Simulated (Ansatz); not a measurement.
**Exact exchange and the vertical energy of the triplet above the singlet of Si3H8 (trisilane)**

Si3H8 has 11 atoms, charge 0, and is taken as a singlet. SMILES: `[SiH3][SiH2][SiH3]`. Geometry: relaxed at PBE0-D4/def2-TZVP.

The vertical energy of the triplet above the singlet y, in eV, basis 6-31G(d); a is the functional's share of exact exchange. Programs: Ansatz 0.2.0.

```
functional  program     a  y (eV)
       PBE   Ansatz     0    5.88
    r2SCAN   Ansatz     0    6.11
     B3LYP   Ansatz   0.2    6.17
   r2SCAN0   Ansatz  0.25       ?
      PBE0   Ansatz  0.25    6.18
     BHLYP   Ansatz   0.5    6.49
```

Q: Fit y = c + s·a to the known rows and predict r2SCAN0.

A: 
1. Means of the 5 rows: a = 0.1900, y = 6.166.
2. Σ(Δa)² = 0.172, Σ(Δa·Δy) = 0.1663, so the slope is 0.1663/0.172 = 0.96686.
3. Intercept: 6.166 − (0.96686) × 0.1900 = 5.982. The largest residual of the fit is 0.13.
4. r2SCAN0: 5.982 + (0.96686) × 0.25 = 6.22 eV.

The run gave 6.27 eV, so the prediction is off by -0.05 eV, within the scatter of the fit. The rows mix families of semi-local functionals, which the line can't see.
